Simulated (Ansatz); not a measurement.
H7PSi2, SMILES `[SiH3]P[SiH3]`, charge 0, multiplicity 1.

Give a relaxed structure at PBE0-D4/def2-TZVP (Ansatz 0.2.0). (Estimate.)

The calculation gave: 
```xyz
10

Si    1.628    0.242   -0.325
P    -0.416    0.523   -1.222
Si   -1.556   -0.076    0.623
H     2.640    0.312   -1.412
H     1.788   -1.045    0.402
H     1.855    1.363    0.624
H    -0.462   -0.772   -1.809
H    -2.988   -0.250    0.265
H    -1.430    1.033    1.604
H    -1.058   -1.331    1.249
```
Point group Cs.
This is one stationary point; other conformers may exist.
